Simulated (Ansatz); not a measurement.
```yaml
crystal:
  periodic: [false, false, false]
  atoms:
    - {symbol: As, position_ang: [0.000000, 0.000000, 0.000000]}
    - {symbol: Na, position_ang: [0.000000, 0.000000, 2.594700]}
basis:
  gaussian: {orbitals: def2-TZVP}
total_charge: 1
magnetization: {spin_polarized: true, initial_magnetization: 1}
hamiltonian: {xc: pbe0}
relax: {f_tol: 0.004, max_steps: 80}
```

```sh
$ ansatz run in.yaml --threads 1 --pin off --events-out ev --progress --plain --max-ram 2176MiB
```

Steps of the relaxation (energy above the last step; positions in Å, forces in eV/Å):

```
2
step 1, 236.7 meV
As    0.000    0.000    0.000    0.000    0.000   -1.256
Na    0.000    0.000    2.595    0.000    0.000    1.256
```

```
2
step 2, 75.1 meV
As    0.000    0.000   -0.092    0.000    0.000   -0.565
Na    0.000    0.000    2.687    0.000    0.000    0.565
```

```
2
step 3, 9.4 meV
As    0.000    0.000   -0.188    0.000    0.000   -0.159
Na    0.000    0.000    2.783    0.000    0.000    0.159
```

```
2
step 6, 0.0 meV
As    0.000    0.000   -0.251    0.000    0.000   -0.001
Na    0.000    0.000    2.846    0.000    0.000    0.001
```

Close pairs at the end: As1–Na2 3.097 Å.

A stationary point of unrestricted PBE0 after 6 steps, with ⟨S²⟩ = 1.689 against 0.75 for a pure state. 21 s on 1 thread of AMD EPYC 9R45, shared host.
